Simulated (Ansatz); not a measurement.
# CHSi₂ (doublet): from a generated start to a stationary point

Where does this start of CHSi₂ (doublet) end when it is relaxed?

Program: Ansatz 0.2.0, Gaussian basis. Level of theory: UKS PBE0/def2-TZVP. These are calculated values, not measurements.

## 1. Starting geometry

4 atoms, charge 0, spin multiplicity 2.

Atoms are counted from 1 here; the program's logs count them from 0.

Bond lengths: Si1–C2 1.814 Å, C2–Si3 1.814 Å, C2–H4 1.094 Å. Angles: Si1–C2–Si3 130.1°, Si1–C2–H4 114.9°, Si3–C2–H4 114.9°.

The start was built by rule and, where that kept it together, relaxed with GFN2-xTB. Sticks and bond lists go by distance. 

## 2. The run

in.yaml

```yaml
crystal:
  periodic: [false, false, false]
  atoms:
    - {symbol: Si, position_ang: [-1.645358, -0.154794, -0.001704]}
    - {symbol: C, position_ang: [0.001879, 0.605210, 0.004516]}
    - {symbol: Si, position_ang: [1.644365, -0.165016, -0.000682]}
    - {symbol: H, position_ang: [0.005277, 1.699528, 0.012682]}
basis:
  gaussian: {orbitals: def2-TZVP}
magnetization: {spin_polarized: true, initial_magnetization: 1}
hamiltonian: {xc: pbe0}
relax: {f_tol: 0.004, max_steps: 80}
```

Launch:

```bash
> ansatz run in.yaml --threads 1 --pin off --events-out ev --progress --plain --max-ram 2176MiB
```

Before running it: what results should come out? Wanted: energy gained; shift from the start; total energy; dipole moment; ⟨S²⟩.

As calculated:

| quantity | value |
| --- | --- |
| steps | 9 |
| energy gained | 1.153 eV |
| shift from the start (rms) | 0.402 Å |
| total energy | -16798.2223 eV |
| dipole moment | 0.83 D |
| ⟨S²⟩ | 0.762 |

**Reading.** By distance, Si1–Si3 formed. Si1–Si3 went from 3.290 to 2.428 Å. No vibrations were run, so this is a stationary point, not a proven minimum, and this spin need not be the ground state's.
